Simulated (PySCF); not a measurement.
# Shapes and spin states of BN₂

Level of theory: PBE0/[B def2-TZVP, N def2-TZVP], no relativity, density fitting, PySCF.

Relaxations began from a few typed shapes and spin states; open shells are unrestricted. The search is not exhaustive: other isomers or separated fragments can lie lower, and high-lying points may rest on an excited occupation.

Problem. Order these stationary points by electronic energy, lowest first, in kJ/mol from the lowest minimum.
A. quartet C∞v: B–N 1.314 Å, N–N 1.170 Å; B–N–N 180.0°
B. doublet C∞v: B–N 1.457 Å, N–N 1.139 Å; B–N–N 180.0°
C. doublet (⟨S²⟩ 1.08) Cs: B–N 1.431 Å, N–N 1.141 Å; B–N–N 177.4°
D. doublet C2v: B–N 1.683 Å (×2), N–N 1.166 Å; B–N–N 69.7° (×2), N–B–N 40.5°

Solution. A (0.0), C (10.8), B (15.1), D (49.9).

Problem. Which of them are minima?

Solution. By energy in kJ/mol, 0.0: minimum; 10.8: minimum; 15.1: minimum; 49.9: minimum.

The electron or spin density has lower symmetry than the nuclear frame for the doublet C∞v at 15.1 kJ/mol.
